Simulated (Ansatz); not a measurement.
Saddle point of SiN$_{2}$H$_{10}$, singlet (SiH₄ + NH₃ + NH₃ → SiNH₅ ([NH2][SiH3]) + NH₃ + H₂; bonds formed: Si1–N7, H2–H8, H6–N9; bonds broken: Si1–H2, H6–N7, H8–N9), PBE0-D4/def2-TZVP structure:

```tsv
atom	x (Å)	y (Å)	z (Å)
Si1	-0.9669	-0.6025	0.8214
H2	-0.2797	-1.2737	-0.6147
H3	-2.0897	-1.5791	0.6522
H4	0.2565	-1.1087	1.5403
H5	-1.5556	0.1735	2.0175
H6	0.7596	0.8280	-0.4356
N7	-0.7452	0.9714	-0.1085
H8	0.9626	-0.7141	-0.7897
N9	1.6179	0.1642	-0.7482
H10	-1.1447	1.7575	0.3924
H11	-1.1714	0.9248	-1.0285
H12	2.3425	0.0669	-0.0473
H13	2.0141	0.3919	-1.6515
```

Energies are electronic, without zero-point energy. Barriers and step energies count from the start structure reached by relaxing down the imaginary mode; all methods use the PBE0-D4 structures, on which another method's saddle can fall below an end. Computed with Ansatz 0.2.0 (basis: def2-TZVPP, with def2-QZVPP for the basis limit); correlated methods freeze the cores. B3LYP uses VWN-RPA correlation. Extrapolation: Hartree–Fock as exp(−7.88 √X), correlation as X^−2.97.

```json
{"method": "SPW92", "barrier (eV)": "0.827", "step energy (eV)": "-0.059"}
{"method": "PBE-D4", "barrier (eV)": "1.370", "step energy (eV)": "-0.103"}
{"method": "BLYP-D4", "barrier (eV)": "1.625", "step energy (eV)": "-0.153"}
{"method": "r2SCAN-D4", "barrier (eV)": "1.457", "step energy (eV)": "-0.165"}
{"method": "B97M-V", "barrier (eV)": "1.569", "step energy (eV)": "-0.108"}
{"method": "PBE0-D4", "barrier (eV)": "1.498", "step energy (eV)": "-0.105"}
{"method": "B3LYP-D4", "barrier (eV)": "?", "step energy (eV)": "-0.147"}
{"method": "r2SCAN0-D4", "barrier (eV)": "1.554", "step energy (eV)": "-0.152"}
{"method": "BHLYP-D4", "barrier (eV)": "1.874", "step energy (eV)": "-0.141"}
{"method": "CAM-B3LYP-D4", "barrier (eV)": "1.721", "step energy (eV)": "-0.149"}
{"method": "wB97X-V", "barrier (eV)": "?", "step energy (eV)": "-0.133"}
{"method": "wB97M-V", "barrier (eV)": "1.727", "step energy (eV)": "-0.132"}
{"method": "B2PLYP", "barrier (eV)": "?", "step energy (eV)": "-0.164"}
{"method": "PBE-QIDH", "barrier (eV)": "1.629", "step energy (eV)": "-0.143"}
{"method": "RPA on PBE", "barrier (eV)": "1.867", "step energy (eV)": "-0.121"}
{"method": "HF", "barrier (eV)": "2.490", "step energy (eV)": "-0.147"}
{"method": "MP2", "barrier (eV)": "1.726", "step energy (eV)": "-0.202"}
{"method": "CCSD", "barrier (eV)": "1.913", "step energy (eV)": "-0.122"}
{"method": "CCSD(T)", "barrier (eV)": "1.802", "step energy (eV)": "-0.131"}
```

Fill in the withheld barriers. (An estimate is asked for; the value comes from the calculation.)

By the calculation: B2PLYP 1.793; B3LYP-D4 1.707; wB97X-V 1.741 eV. Each is the energy of the saddle less that of the start structure, by the same method.

For comparison, the barrier by CCSD(T) at an estimated basis limit (MP2 extrapolated from triple and quadruple zeta, plus CCSD(T) − MP2 in triple zeta) is 1.766 eV.

No T1 diagnostic of these runs exceeds 0.011.

Labels in which every atom is bracketed show which atoms are joined, not bond orders.

For scale, one of the runs: CCSD(T)/def2-TZVPP, 244 basis functions, launched by `ansatz run in.yaml --threads 4 --pin off --events-out ev --progress --plain --max-ram 9574MiB`. Time: 100 s of wall clock on 4 CPU threads of an Arm Neoverse V1; the host was shared. Peak host memory: 4.8 GiB.
